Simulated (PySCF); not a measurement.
Molecule: SMILES [O+](=O)[O-], O3.

Geometry (Å), atoms numbered from 1 in this order:
```xyz
3

O    -1.0464   -0.2436   -0.0040
O    -0.0050    0.4182   -0.0234
O     1.0743   -0.1797    0.0022
```

Geometry PBE0-D3(BJ)/def2-SVP throughout; GIAO in PySCF 2.14.0 with density-fitted response routines, gas phase, one conformer, non-relativistic; equivalent atoms averaged; basis pcSseg-2.

**Question.** How do the absolute shieldings σ depend on the functional? (ppm; last column core-seconds on shared hosts with different chips, so compare them loosely)

**Answer.** 
```tsv
functional	kind	O1/O3	O2	core-s
HF	Hartree–Fock	-2119.7	-2114.6	0.8
LDA	LDA	-1310.2	-875.5	2.4
PBE	GGA	-1255.2	-841.9	3.1
BLYP	GGA	-1266.1	-857.4	3.1
BP86	GGA	-1248.0	-840.0	3.1
OPBE	GGA	-1209.9	-798.7	3
KT2	GGA	-1108.9	-767.2	3.2
KT3	GGA	-1128.6	-767.6	3.1
B97-D	GGA	-1229.1	-823.8	3
B3LYP	global hybrid	-1421.6	-1033.3	1.9
PBE0	global hybrid	-1448.3	-1063.3	1.9
mPW1PW91	global hybrid	-1455.3	-1069.1	1.9
WP04	global hybrid	-1443.2	-989.0	3.6
B97-2	global hybrid	-1391.4	-1006.2	3.3
BHandHLYP	global hybrid	-1659.7	-1353.0	3.4
CAM-B3LYP	range-separated hybrid	-1466.5	-1112.0	4.8
wB97X-D	range-separated hybrid	-1474.4	-1098.4	4.3
LC-wPBE	range-separated hybrid	-1437.6	-1095.8	6.7
```

**Question.** Which nucleus moves most, in ppm?

**Answer.** O2 (oxygen bonded to 2 O): from -2114.6 ppm with HF to -767.2 ppm with KT2. The smallest spread is 1010.7 ppm, at O1/O3.
